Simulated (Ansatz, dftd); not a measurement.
Reaction: C3H5Cl (SMILES C=C(C)Cl) → C2H2Cl (SMILES C=[C]Cl, doublet) + CH3 (SMILES [CH3], doublet) (the C-C bond breaks)
Each species at its own B3LYP-D3(BJ)/def2-TZVP minimum (Ansatz, a quantum-chemistry and plane-wave program).

Wanted: bond dissociation energy (electronic), in kJ/mol. UHF or UKS for unpaired electrons; spin-orbit terms are left out. Correlated methods leave the cores frozen. Rows without X2C or -DK are non-relativistic. CBS(X,Y): correlation extrapolated as X^-3, Hartree-Fock from the larger set. A bracket is a step between two methods taken in the basis named. Functionals run without relativity, which enters their misses. Double hybrids freeze cores in their MP2 part. '+ core + X2C': CCSD(T) terms for core correlation (cc-pwCVTZ, 1s frozen past Ne) and scalar relativity (cc-pVTZ-DK). The UHF reference of C2H2Cl (C=[C]Cl, doublet) is spin-contaminated (<S^2> up to 0.21 over the pure value in the sets run).

```
level                                                                                        program  bond dissociation energy (kJ/mol)  difference against the last row
------------------------------------------------------------------------------------  --------------  ---------------------------------  -------------------------------
HF/cc-pV(T+d)Z                                                                                Ansatz                              312.5                           -137.6
PBE0-D3(BJ)/def2-TZVPD                                                                Ansatz + dftd3                              438.1                            -12.0
B2GP-PLYP/def2-TZVPD                                                                          Ansatz                              438.7                            -11.4
CCSD/CBS(cc-pV(T+d)Z,cc-pV(Q+d)Z)                                                             Ansatz                              439.8                            -10.3
CCSDT(Q)/cc-pV(D+d)Z                                                                          Ansatz                              430.0                            -20.1
CCSD(T)/CBS(cc-pV(T+d)Z,cc-pV(Q+d)Z) + [CCSDT(Q) - CCSD(T)]/cc-pV(D+d)Z + core + X2C          Ansatz                              450.1                              0.0
```
